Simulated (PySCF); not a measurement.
Compound: C2H7OP.
Bonds: C1–P2, P2–C3, P2–O4 (double). Hydrogens: H5, H6, H7 on C1; H8 on P2; H9, H10, H11 on C3.

The same species was optimised twice, with GFN2-xTB and with PBE0-D3(BJ)/def2-SVP (PySCF), and the same property calculations (PySCF, gas phase) were run on both structures.

| coordinate | GFN2-xTB | PBE0-D3(BJ)/def2-SVP | change |
| --- | --- | --- | --- |
| P2–H8 (Å) | 1.396 | 1.431 | +0.035 |
| P2=O4 (Å) | 1.464 | 1.493 | +0.029 |
| C3–H11 (Å) | 1.085 | 1.100 | +0.015 |
| C1–H5 (Å) | 1.085 | 1.100 | +0.015 |
| C3–H9 (Å) | 1.088 | 1.099 | +0.011 |
| C1–H6 (Å) | 1.088 | 1.099 | +0.011 |
| C1–H7 (Å) | 1.089 | 1.100 | +0.011 |
| C3–H10 (Å) | 1.090 | 1.100 | +0.010 |
| C1–P2 (Å) | 1.824 | 1.814 | -0.010 |
| P2–C3 (Å) | 1.823 | 1.814 | -0.009 |
| O4–P2–H8 (°) | 113.8 | 115.7 | +1.9 |
| C3–P2–H8 (°) | 103.4 | 102.2 | -1.2 |
| C1–P2–H8 (°) | 103.3 | 102.1 | -1.2 |
| C1–P2–C3 (°) | 106.7 | 105.6 | -1.1 |
| P2–C1–H7 (°) | 107.8 | 108.7 | +0.9 |
| P2–C3–H10 (°) | 107.8 | 108.7 | +0.9 |
| C1–P2–O4 (°) | 114.2 | 114.9 | +0.7 |
| C3–P2–O4 (°) | 114.2 | 114.8 | +0.6 |

Rotational constants: A = 6923, B = 6187, C = 3781 MHz (GFN2-xTB) against A = 6706, B = 6284, C = 3762 MHz (PBE0-D3(BJ)/def2-SVP). Point groups within 0.08 Å: Cs and Cs.

On the GFN2-xTB structure: HOMO (eV) -7.64 [PBE0/pcSseg-1]; LUMO (eV) 1.10 [PBE0/pcSseg-1]; dipole (D) 4.10 [PBE0/pcSseg-1]; GIAO shielding of C1/C3 (mean) (ppm) 167.4 [PBE0/pcSseg-1]; GIAO shielding of P2 (ppm) 334.4 [PBE0/pcSseg-1]; GIAO shielding of O4 (ppm) 235.7 [PBE0/pcSseg-1].

Task: What do these properties become on the PBE0-D3(BJ)/def2-SVP structure?

Result: 
```
                                    property          level  on GFN2-xTB  on PBE0-D3(BJ)/def2-SVP  change
                                   HOMO (eV)  PBE0/pcSseg-1        -7.64                    -7.61   +0.03
                                   LUMO (eV)  PBE0/pcSseg-1         1.10                     1.00   -0.10
                                  dipole (D)  PBE0/pcSseg-1         4.10                     4.22   +0.12
energy, GFN2-xTB geometry as zero (kcal/mol)  PBE0/pcSseg-1          0.0                     -1.3    -1.3
        GIAO shielding of C1/C3 (mean) (ppm)  PBE0/pcSseg-1        167.4                    165.8    -1.6
                  GIAO shielding of P2 (ppm)  PBE0/pcSseg-1        334.4                    328.3    -6.1
                  GIAO shielding of O4 (ppm)  PBE0/pcSseg-1        235.7                    226.3    -9.4
```

The heavy atoms differ by 0.021 Å rms after alignment. Among all bonds P2–H8 changes most (+0.035 Å). Changes are differences of the printed values. Neither structure is proved a minimum here.
